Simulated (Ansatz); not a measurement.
## Reading a saddle point

A first-order saddle point of SiNH5S, closed shell, PBE0-D4/def2-TZVP, with one imaginary mode of 514i cm⁻¹:

```csv
atom,x (Å),y (Å),z (Å)
Si1,-0.3529,0.2442,0.7631
S2,1.3334,0.5315,-1.0760
N3,-1.2029,-0.7833,-0.1559
H4,0.2376,-0.3697,-1.2300
H5,0.6180,-0.3045,1.7397
H6,-0.6818,1.6556,1.1181
H7,2.1513,-0.4283,-0.6119
H8,-2.1028,-0.5455,-0.5472
```

Program: Ansatz 0.2.0. Basis: def2-TZVPP and def2-QZVPP. Cores are frozen in the correlated methods. Extrapolation: Hartree–Fock as exp(−7.88 √X), correlation as X^−2.97.

Which contacts change along the imaginary mode, and what lies on either side? (Judge from chemistry; the calculation decides.)

Computed: The step is SiNH₅S ([NH2][SiH2][SH]) → SiNH₃ ([NH][SiH2]) + H₂S, with the molecules in contact on both sides. Shortening one way: S2–H4; lengthening the same way: Si1–S2, N3–H4.
```csv
pair,one side (Å),saddle (Å),other side (Å)
S2–H4,3.81,1.43,1.34
Si1–S2,2.15,2.51,2.77
N3–H4,1.01,1.84,3.05
```

Which side is lower, and how far does the saddle lie above each? (An estimate is asked for; the value comes from the calculation.)

By the calculation: The side with Si1–S2, N3–H4 short is lower by 268.1 kJ/mol; the saddle lies 290.2 kJ/mol above it and 22.1 kJ/mol above the other (CCSD(T) at an estimated basis limit (MP2 extrapolated from triple and quadruple zeta, plus CCSD(T) − MP2 in triple zeta); electronic energies).

No T1 diagnostic of these runs exceeds 0.016. The end structure is not quite a true minimum (one mode of 63i cm⁻¹).

Labels in which every atom is bracketed show which atoms are joined, not bond orders.

For scale, one of the runs: CCSD(T)/def2-TZVPP, 185 basis functions, launched by `ansatz run in.yaml --threads 2 --pin off --events-out ev --progress --plain --max-ram 4352MiB`. Time: 29 s of wall clock on 2 CPU threads of an Intel Xeon Platinum 8259CL; the host was shared. Peak host memory: 1.8 GiB.
